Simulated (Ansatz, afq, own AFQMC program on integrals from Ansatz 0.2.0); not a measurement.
CH$_{2}$⁺, doublet: a scan with AFQMC

| atom | x (Å) | y (Å) | z (Å) |
| --- | --- | --- | --- |
| C | 0.0000 | 0.0000 | 0.0000 |
| H | 0.0000 | 0.0000 | -1.0935 |
| H | 0.0000 | 0.0000 | 1.0935 |

All coordinates are scaled about the centre. Energies in kJ/mol count from this geometry (1.000) at the same level; the start stands on UHF, each point on the determinant named.

Basis cc-pVDZ. Only valence electrons are correlated. Integrals, coupled cluster, full CI and functionals: Ansatz 0.2.0; the random walks run on the same integrals in our own AFQMC program. The CISD trial takes its coefficients from CCSD amplitudes. Released means that phaseless walkers are propagated on without the constraint, phases kept. Error bars are statistical, one sigma.

Cautions, each for one point or more: a spin-contaminated unrestricted determinant lies lower; an unrestricted solution with more broken spin lies lower; cluster runs in doubt by the program's own checks; strong correlation; the next higher spin lies close; the ph-AFQMC/CISD walk drifts between its halves; unrestricted determinant slightly spin contaminated.

```csv
scale of all distances,det.,T1,weight,⟨S²⟩,CCSD(T),ph-AFQMC/CISD,released AFQMC,FCI,CCSDT(Q),B2PLYP,CCSD
0.890,UHF,0.007,0.96,0.76,75.5,75.9 ± 0.2,75.8 ± 0.07,75.7,75.7,70.2,75.0
1.137,UHF,0.012,0.95,0.77,46.3,46.1 ± 0.09,45.9 ± 0.08,46.0,46.0,50.0,47.2
1.325,UHF,0.019,0.93,0.78,205.3,204.8 ± 0.1,204.3 ± 0.2,204.2,204.3,212.1,207.6
1.527,UHF,0.034,0.90,0.82,391.4,390.8 ± 0.2,–,389.3,389.4,402.7,396.1
1.781,ROHF,0.043,0.84,pure,578.1,580.8 ± 0.3,–,575.0,575.1,602.3§,587.9
1.979,ROHF,0.059,0.77,pure,673.0,680.6 ± 0.4,–,670.6,670.7,682.7§,688.4
2.365,ROHF,0.177,0.58,pure,761.3,779.8 ± 0.6,–,761.8,761.9,763.1§,777.9
```

Weight is that of the determinant in the CISD state; at the start T1 is 0.008 and the weight 0.96, and ⟨S²⟩ is 0.76. Symmetry can't show for every point that it stays on the start's state. A dash marks a missing value, a released energy that hasn't settled or a functional that sits on another state. § marks a functional whose ⟨S²⟩ is too high by over 0.1. Largest departures from full CI: CCSD(T) 3.1 kJ/mol at 1.781 (on ROHF), ph-AFQMC/CISD 18.1 kJ/mol at 2.365 (on ROHF), released AFQMC -0.1 kJ/mol at 1.137 (on UHF) (within the noise), CCSDT(Q) 0.1 kJ/mol at 2.365 (on ROHF), B2PLYP 13.4 kJ/mol at 1.527, CCSD 17.8 kJ/mol at 1.979 (on ROHF). Functionals count only at points shown to share the start's state and spin. In this small basis the wave-function levels are far from their limit, so their gap to the functionals isn't the functionals' error.

Some points may be missing: those where a free walk finds a much lower state, and past Zn most of those on another determinant than at the start.

CCSDT and higher add their correlation energy to the determinant of the CCSD(T) run, since their own runs factorise the integrals more tightly (a shift of under 2 meV). A walk keeps the symmetry of its determinant, which the program's search chose and which needn't be the lowest solution, so a lower state of the same spin and another symmetry isn't excluded. Released energies are given only where the last usable release times agree within the noise; a slower fall can still hide under it.
